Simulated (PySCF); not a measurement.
Species: C4H5N.
Cartesian coordinates in Å at the PBE0-D3(BJ)/def2-SVP level; atoms count from 1:
```xyz
10
C4H5N angstrom
C      2.290   -0.200    0.568
C      1.185   -0.318    0.086
C     -0.129   -0.485   -0.481
C     -1.142    0.595   -0.316
N     -1.290   -0.657    0.392
H      3.270   -0.091    0.995
H     -0.159   -1.097   -1.391
H     -0.827    1.491    0.230
H     -1.862    0.774   -1.121
H     -1.005   -0.559    1.366
```

The closed-shell ground state was solved at several levels (PySCF, density fitting, gas phase, non-relativistic).

```json
{"level": "B3LYP/pcJ-1", "basis functions": "185", "total energy (Eh)": "-210.0783", "HOMO (eV)": "-6.84", "LUMO (eV)": "0.41", "gap (eV)": "7.25", "dipole (D)": "1.38"}
{"level": "CAM-B3LYP/def2-SVPD", "basis functions": "140", "total energy (Eh)": "-209.8066", "HOMO (eV)": "-8.51", "LUMO (eV)": "1.34", "gap (eV)": "9.85", "dipole (D)": "1.37"}
```

(1) Estimate the row for PBE0/pcSseg-1, a basis of 110 functions; the other rows only guide the guess.

(2) Over all these levels, which gives the widest orbital gap and which the narrowest?

(3) How far do the dipole and the HOMO energy spread over the levels?

Answers

(1) Total energy -209.7884 Eh, HOMO -7.10 eV, LUMO 0.63 eV, gap 7.73 eV, dipole 1.40 D.

(2) CAM-B3LYP/def2-SVPD (range-separated hybrid) has the widest, 9.85 eV, and B3LYP/pcJ-1 (global hybrid, 20 % exact exchange) the narrowest, 7.25 eV. Functional and basis both differ between the two, so the spread mixes both effects.

(3) The dipole runs from 1.37 to 1.40 D (mean 1.38 D) and the HOMO from -8.51 to -6.84 eV.
